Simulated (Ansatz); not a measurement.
**[SiH3···H···BH2], doublet along the distance Si1-H5**

Starting geometry:

```xyz
8

Si   -0.9983    0.0000    0.0000
H    -1.4932    1.3997    0.0000
H    -1.4932   -0.6999    1.2122
H    -1.4932   -0.6999   -1.2122
H     0.4863    0.0000    0.0000
B     2.4197    0.0000    0.0000
H     2.9288    0.0000    1.0770
H     2.9288    0.0000   -1.0770
```

From there H5 is moved from one fragment to the other while all else, the fragments' distance too, stays fixed; atoms are numbered as listed. Energies are in kJ/mol, counted from the starting geometry at the same level. Kohn–Sham curves are unrestricted where that lies lower.

Basis cc-pVDZ; Ansatz 0.2.0. Correlated methods freeze the noble-gas cores. R marks a restricted (for open shells ROHF) determinant, U an unrestricted one.

In so small a basis the reference is far from its limit while semilocal and hybrid functionals are nearer theirs (RPA and double hybrids share much of the reference's basis error), so the functionals' errors here hold much of the reference's basis and frozen-core error, which can add to them or hide them.

Full CI isn't at hand for all of this; UCCSDT(Q) serves as the reference, and is uncertain by about the last step of the cluster series.

| distance Si1-H5 (Å) | UCCSDT(Q) | PBE | r2SCAN | PBE0 | B3LYP | BHLYP | wB97M-V | B2PLYP | RPA-PBE |
| --- | --- | --- | --- | --- | --- | --- | --- | --- | --- |
| 1.485 | 0.0 | 0.0 | 0.0 | 0.0 | 0.0 | 0.0 | 0.0 | 0.0 | 0.0 |
| 1.594 | 1.8 | -7.2 | -3.4 | -3.6 | -2.6 | 1.6 | -0.5 | 0.1 | 1.2 |
| 1.812 | 2.2 | -17.2 | -8.4 | -9.3 | -7.0 | 2.6 | -3.1 | -1.2 | 1.2 |
| 2.030 | -34.4 | -45.3 | -38.7 | -40.8 | -38.7 | -32.9 | -38.6 | -35.8 | -32.0 |
| 2.248 | -57.4 | -55.0 | -54.1 | -56.6 | -56.3 | -57.3 | -59.5 | -57.3 | -52.3 |

Q: Judged by the spread of the error over the points with a reference (largest less smallest), which of these follows UCCSDT(Q) best and which worst?

A: Subtracting the UCCSDT(Q) column from each: best BHLYP (errors from -0.2 to 1.5, spread 1.8 kJ/mol), worst PBE (from -19.3 to 2.4, spread 21.7 kJ/mol). Functionals and wave-function methods converge differently with the basis, so part of this is basis effect.
